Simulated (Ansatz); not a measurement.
# AlHP: the cost of one run

Computed with Ansatz 0.2.0, Gaussian basis. Level: def2-QZVPP, core rule «outside noble gas», up to 10 orbitals frozen.

Plan: UHF; ROHF; CCSD(T) on UHF.

2 further runs of the same task are left out: 2 set aside as unsound or not needed.

### Step 1. The system

The geometry is a PBE0/def2-TZVP stationary point (not a proven minimum).

3 atoms, charge 0, spin multiplicity 2.

Atoms are counted from 1 here; the program's logs count them from 0.

Bond lengths: Al1–P2 2.144 Å, Al1–H3 1.581 Å. Angles: P2–Al1–H3 180.0°.

### Step 2. UHF

in.yaml

```yaml
crystal:
  periodic: [false, false, false]
  atoms:
    - {symbol: Al, position_ang: [0.000000, 0.000000, 0.187600]}
    - {symbol: P, position_ang: [0.000000, 0.000000, -1.956600]}
    - {symbol: H, position_ang: [0.000000, 0.000000, 1.769000]}
basis:
  gaussian: {orbitals: "def2-QZVPP.json"}
magnetization: {spin_polarized: true, initial_magnetization: 1}
hamiltonian: {xc: hf}
output: {orbitals: {seedname: orbitals}}
```

Run with:

```
ansatz run in.yaml --threads 1 --pin off --events-out ev --progress --plain --max-ram 4096MiB --backend cpu
```

**Question.** How long does this run take on 1 thread of AMD EPYC 7R13, shared host, and how much memory does it need?

About 13 s, with a peak of 0.44 GiB.
